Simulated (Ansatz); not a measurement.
Run this with Ansatz's Python interface and show what comes out.

Script `alh3_relaxed_scan.py`:
```python
from dataclasses import dataclass
import logging
import sys

import ansatz as az
import numpy as np

logging.basicConfig(stream=sys.stdout, format='[%(levelname)s] %(message)s')
logger = logging.getLogger('ansatz_job')
logger.setLevel(logging.INFO)


@dataclass
class Settings:
    basis_set: str = 'def2-SVP'
    functional: str = 'b3lyp'


opts = Settings()

molecule = (
    az.Crystal.molecule()
    .atom('Al', [0.0439, -0.056, 0.0094])
    .atom('H', [0.6309, 0.6899, 1.2802])
    .atom('H', [-1.3943, -0.8404, 0.1215])
    .atom('H', [0.775, 0.1462, -1.4314])
)

model = (
    molecule.calculation()
    .basis(gaussian=opts.basis_set)
    .functional(opts.functional)
)
symbols = [site.symbol for site in molecule.cartesian_sites]
pairs = [(0, 1), (0, 2), (0, 3)]
print('held (A)   E (eV)        ', '  '.join(f'{symbols[i]}{i}-{symbols[j]}{j}' for i, j in pairs))
for length in [1.5, 1.63, 1.76, 1.95, 2.2]:
    r = model.relax(constraints=[az.DistanceConstraint((0, 3), at=length)], force_tolerance=0.02, max_steps=60).run(threads=1).report
    xyz = np.array(r['positions_ang'])
    print(f'{length:6.2f} {r["free_energy_ev"]:14.5f}  ', '  '.join(f'{np.linalg.norm(xyz[i] - xyz[j]):.3f}' for i, j in pairs))
```

Output of `python alh3_relaxed_scan.py`:
```text
held (A)   E (eV)         Al0-H1  Al0-H2  Al0-H3
DeckWarning: relax.constraints: the input's atoms, or those drawn, lie off the distances that are held; a relaxation that starts there is brought onto them ahead of its first SCF, by positions alone, an atom by 6.41e-2 Å at the most. With the symmetry [...]
  1.50    -6643.42085   1.589  1.588  1.500
  1.63    -6643.46460   1.586  1.586  1.630
  1.76    -6643.31498   1.583  1.583  1.760
  1.95    -6642.91037   1.582  1.582  1.950
  2.20    -6642.24503   1.580  1.580  2.200
```
(Warnings from the package without file and line, shortened, repeats left out.)

Reading the output:
- The settings weren't tested for convergence.
- The energies are electronic: no zero-point or thermal terms, and the basis set is short of its limit.
- b3lyp holds the VWN-RPA fit, as in Gaussian; the form of ORCA and Turbomole is b3lyp5.
- Wall time of the script: 10 s on 1 thread of Arm Neoverse V1, on a shared host, peak memory 0.16 GiB.

(Lines on the test bed's own set-up are left out of the output.)
